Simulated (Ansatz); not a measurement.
A nudged elastic band was laid between two geometries of BH₆Si₂ (9 atoms, charge 0, multiplicity 2).

Theory: Ansatz 0.2.0, UKS B3LYP/6-31G*.

| Quantity | Value |
| --- | --- |
| movable images | 7 |
| climbing image | yes |
| spring | 5.0 eV/Å² |
| optimiser | quadratic models (default) |
| start path | through a guess of the saddle point |
| force threshold | 0.03 eV/Å |
| iteration limit | 60 |
| end points | relaxed |

Initial state:

```xyz
9
Properties=species:S:1:pos:R:3
B -1.183 1.079 -1.424
Si 0.188 0.809 -0.063
Si 0.704 -1.203 1.014
H -1.859 0.163 -1.783
H -1.345 2.163 -1.900
H 1.043 1.942 0.396
H 2.113 -1.606 0.744
H -0.203 -2.277 0.526
H 0.543 -1.069 2.489
```

Final state:

```xyz
9
Properties=species:S:1:pos:R:3
B -1.344 1.255 -1.103
Si 0.369 0.607 -0.432
Si 0.710 -1.210 1.003
H -2.358 0.709 -0.788
H -1.377 2.201 -1.831
H 1.643 1.281 -0.817
H 1.367 -0.773 2.268
H 1.586 -2.233 0.365
H -0.597 -1.838 1.334
```

Question: What changes between the two ends?

Answer: No bond is made or broken. The dihedral B1–Si2–Si3–H8 goes from -1 to 121°. The two ends are copies of one structure, up to a mirror image or an exchange of like atoms.

Question: Give the energies along the band, and the barrier.

Answer: The forces met the threshold. The highest image is number 4 of 0 to 8, 0.014 eV above the ends, which have the same energy within 2 meV. A vibrational analysis at the climbing image gives one clearly imaginary mode, 63i cm⁻¹: a first-order saddle point.

```tsv
image	path coordinate (Å)	energy (eV)	dihedral B1–Si2–Si3–H8 (°)
0	0.00	0.000	-1
1	0.50	0.002	14
2	0.99	0.006	30
3	1.49	0.012	45
4	1.98	0.014	59
5	2.49	0.012	74
6	3.00	0.007	90
7	3.50	0.002	105
8	4.01	0.000	121
```

Question: What is the geometry of the highest image?

Answer: 
```xyz
9
Properties=species:S:1:pos:R:3:forces:R:3
B -1.310 1.166 -1.239 -0.01 0.00 -0.01
Si 0.325 0.710 -0.280 0.00 0.00 0.01
Si 0.713 -1.212 1.006 0.00 0.00 0.00
H -2.247 0.426 -1.227 0.01 0.00 0.00
H -1.374 2.194 -1.845 0.00 -0.01 0.00
H 1.494 1.635 -0.296 0.00 0.00 0.00
H 2.093 -1.179 1.561 0.00 0.00 0.00
H 0.559 -2.443 0.182 0.00 0.00 0.00
H -0.253 -1.297 2.137 0.00 0.00 0.00
```

The run took 2.1 min on 1 thread of Intel(R) Xeon(R) 6975P-C (Granite Rapids) (shared host), peak memory 0.19 GiB.
